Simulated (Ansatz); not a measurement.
**CH₃Al (singlet): wave-function methods side by side, cc-pVDZ**

The task here is to estimate one member of a computed series from the others.

Program: Ansatz 0.2.0, Gaussian basis. Level of theory: cc-pVDZ, core rule «outside noble gas», up to 6 orbitals frozen. These are calculated values, not measurements.

To be run: UHF; CCSD(T) on RHF; CCSD(T) on UHF; BCCD(T) on RHF; CISD; CCSDT(Q) on RHF; CCSDT(Q) on UHF.

29 further runs of the same task are left out: 6 for a known fault of the program, 7 that didn't finish, 16 set aside as unsound or not needed. Runs told in other sessions of the task aren't counted.

## The system

The geometry is a PBE0/def2-TZVP stationary point (not a proven minimum) of the parent state, kept for this charge and spin.

5 atoms, charge 0, spin multiplicity 1.

Atoms are counted from 1 here; the program's logs count them from 0.

Bond lengths: Al1–C2 2.001 Å, C2–H3 1.094 Å, C2–H4 1.089 Å, C2–H5 1.089 Å. Angles: Al1–C2–H3 105.2°, Al1–C2–H4 110.8°, Al1–C2–H5 110.8°, H3–C2–H4 109.3°, H3–C2–H5 109.3°, H4–C2–H5 111.3°.

The first run:

Contents of in.yaml:

```yaml
crystal:
  periodic: [false, false, false]
  atoms:
    - {symbol: Al, position_ang: [0.000864, 0.000000, 0.741532]}
    - {symbol: C, position_ang: [0.005120, 0.000000, -1.259674]}
    - {symbol: H, position_ang: [-1.050665, -0.000005, -1.547975]}
    - {symbol: H, position_ang: [0.483252, 0.899581, -1.645861]}
    - {symbol: H, position_ang: [0.483261, -0.899577, -1.645861]}
basis:
  gaussian: {orbitals: cc-pVDZ}
magnetization: {spin_polarized: true, initial_magnetization: 0}
hamiltonian: {xc: hf}
output: {orbitals: {seedname: orbitals}}
```

On the command line:

```
> ansatz run in.yaml --threads 1 --pin off --events-out ev --progress --plain --max-ram 2393MiB
```

Among the steps run: UHF; CCSD(T) on RHF; CCSD(T) on UHF; BCCD(T) on RHF; CISD; CCSDT(Q) on RHF; CCSDT(Q) on UHF.

One table of the session follows, with a row left open; its other results are not shown here.

| method | from RCCSDT(Q) (meV) |
| --- | --- |
| RHF | ? |
| UHF | +6438.1 |
| RMP2 | +1079.3 |
| CISD | +710.1 |
| RCCSD | +190.7 |
| RCCSD(T) | +28.0 |
| BCCD(T) | +27.3 |
| RCCSDT | +9.8 |
| RCCSDT(Q) | 0 |

Q: Estimate the row for RHF from the others.

The run gave: from RCCSDT(Q) (meV): +6443.6. In the column «from RCCSDT(Q) (meV)» it is the highest.

Not comparable, so not listed: CCSD(T) on UHF; CCSDT(Q) on UHF (they don't share determinant, frozen orbitals or solution with the rows shown, or repeat one).

Limits of these values: Warnings: restricted reference is unstable; spin contamination.
